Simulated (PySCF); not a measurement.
Heteronuclear NMR

Bonds (- single, = double, # triple, : aromatic): O1=N2 1.200 Å, N2-O3 1.186 Å, N2-O4 1.386 Å. O4 carries H5. Formal charges: N2 +1, O3 -1.

PySCF 2.14.0 with density-fitted response routines calculation with GIAO B97-2/pcSseg-2 shieldings and coordinates at the PBE0-D3(BJ)/def2-TZVP level; in vacuum, equivalent nuclei averaged, one computed conformer, no relativistic terms.

Task: Where does $^{15}$N resonate?

Result: 
| atoms | environment | σ (ppm) | δ (ppm) |
| --- | --- | --- | --- |
| N2 | nitrogen bonded to O or N | -94.4 | -62.9 |

Shieldings were converted by a linear fit to measured shifts: $^{15}$N (scatter 6.4 ppm rms vs CH3NO2, solution or neat liquid). A few per cent of atoms miss by over 2 rms, more outside the fitted compound classes.

On a 400 MHz spectrometer $^{15}$N resonates near 40.5 MHz, so 1 ppm is 40.5 Hz.

Task: Predict the $^{17}$O NMR data.

Result: 
```csv
atoms,environment,σ (ppm),δ (ppm)
O1/O3,oxygen bonded to N,-166.7,431.9
O4,N–OH oxygen,-38.2,310.2
```

Shieldings were converted by a linear fit to measured shifts: $^{17}$O (scatter 12.2 ppm rms vs liquid water, solution or neat liquid). Occasional misses reach two or three times the rms, and more in compound classes unlike the fitted ones.

On a 600 MHz spectrometer $^{17}$O resonates near 81.3 MHz, so 1 ppm is 81.3 Hz.
